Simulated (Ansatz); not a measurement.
The input, for Ansatz 0.2.0:

```yaml
crystal:
  periodic: [false, false, false]
  atoms:
    - {symbol: Si, position_ang: [0.000000, 0.000000, 0.000000]}
    - {symbol: As, position_ang: [0.000000, 0.000000, 3.224000]}
basis:
  gaussian: {orbitals: 6-31G}
total_charge: 1
magnetization: {spin_polarized: false}
correlation: {method: ccsdtq, electrons: outside_noble_gas}
```

```sh
$ ansatz run in.yaml --threads 1 --pin off --events-out ev --progress --plain --max-ram 2393MiB
```

The program prints:

```
663 factors; integrals over basis functions are off by at most 5.1e-8 eV
mean field evaluation 1: about -68632.7318 eV, gradient 1.9e1 eV
mean field evaluation 2: about -68632.7427 eV, gradient 1.9e1 eV
mean field evaluation 4: about -68635.4770 eV, gradient 2.4e0 eV
mean field evaluation 8: about -68635.8021 eV, gradient 1.4e0 eV
mean field evaluation 16: about -68635.8274 eV, gradient 7.0e-7 eV
mean field evaluation 32: about -68630.3052 eV, gradient 1.2e1 eV
mean field evaluation 64: about -68633.6599 eV, gradient 7.5e-6 eV
mean field evaluation 96: about -68635.3591 eV, gradient 5.7e0 eV
mean field evaluation 128: about -68631.9275 eV, gradient 8.2e0 eV
mean field evaluation 160: about -68629.9457 eV, gradient 1.3e1 eV
...
mean field -68635.82739745 eV, -2522.3201338216 hartree, gradient 7.0e-7 eV, S^2 0.000000; 8 other end points of the search recorded, 0 dependent functions left out; unrestricted orbitals would lower it
...
determinant -68635.82739745 eV, -2522.3201338216 hartree, with singles and doubles -68638.98249687 eV, -2522.4360815865 hartree
determinant -68633.65991855 eV, -2522.2404804411 hartree, with singles and doubles -68637.03012471 eV, -2522.3643332332 hartree
unrestricted determinant -68637.82438770 eV, -2522.3935218597 hartree, S^2 2.0055
19 core orbitals not correlated: weight in the atoms' cores, before any rotation towards them, 1.000 or more for the frozen orbitals, at most 0.000 for the correlated occupied ones
reference -68635.82739745 eV, -2522.3201338216 hartree; 4, 4 occupied and 19, 19 virtual orbitals, 663 factors
second order -1.96238516 eV of doubles, -0.00000000 eV of singles
...
cycle   9  -3.72932408 eV  change    7.3e-8 eV  update   3.5e-7
cycle  10  -3.72932415 eV  change   -6.2e-8 eV  update   3.0e-7
cycle  11  -3.72932413 eV  change    1.5e-8 eV  update   3.3e-7
cycle  12  -3.72932420 eV  change   -6.8e-8 eV  update   3.1e-7
cycle  13  -3.72932435 eV  change   -1.5e-7 eV  update   5.7e-7
cycle  14  -3.72932448 eV  change   -1.4e-7 eV  update   4.3e-7
cycle  15  -3.72932469 eV  change   -2.1e-7 eV  update   3.0e-7
cycle  16  -3.72932486 eV  change   -1.7e-7 eV  update   2.1e-7
cycle  17  -3.72932537 eV  change   -5.1e-7 eV  update   2.1e-7
cycle  18  -3.72932535 eV  change    2.5e-8 eV  update   6.0e-7
WARN: these amplitudes may be one of several solutions (largest doubles amplitude 0.84, level shift 0.00 eV)
Total energy: -68639.55672280 eV, -2522.4571840002 hartree
```

The T1 diagnostic is 0.218, too large for the energy to be relied on.

For the same geometry and basis full CI lies 11.8 meV lower. By full CI's occupations no single determinant describes the state well. The program flagged this run's energy as in doubt. The determinant fills πx and πy unequally, so it is a mixture of Σ and Δ. RHF is unstable: UHF (⟨S²⟩ = 2.01) lies 2.00 eV below the lowest RHF solution. Higher spins weren't run at this geometry and may lie near or lower.

Ran on 1 thread of Intel Xeon Platinum 8488C, shared host: 60 s wall, 0.24 GiB peak host memory.
